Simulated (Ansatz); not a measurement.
Basis-set extrapolation for `CCNC=S` (PBE0-D4/def2-TZVP geometry, frozen core, Ansatz 0.2.0). Multiplicity 1, RHF reference.

```csv
,def2-TZVPP,def2-QZVPP
HF,-569.732568,-569.752018
MP2 correlation,-0.888882,-0.951093
CCSD(T) correlation,-0.976933,not run
```

Energies in hartree. Use E(X) = E(∞) + A·exp(−7.88·√X) for Hartree–Fock and E(X) = E(∞) + B·X^(−2.97) for correlation, with X = 3 and 4, and add CCSD(T) minus MP2 of the smaller set to the MP2 limit.

**Question.** What is the CCSD(T) energy at the basis-set limit?

**Answer.** HF limit: -569.752018 + (-0.019450) × 0.13774 = -569.75470. MP2 limit: -0.951093 + (-0.062211) × 0.74074 = -0.99718. Higher-order term: -0.976933 − (-0.888882) = -0.08805. Total: -570.83993 hartree, 3.55 eV below CCSD(T)/def2-TZVPP.
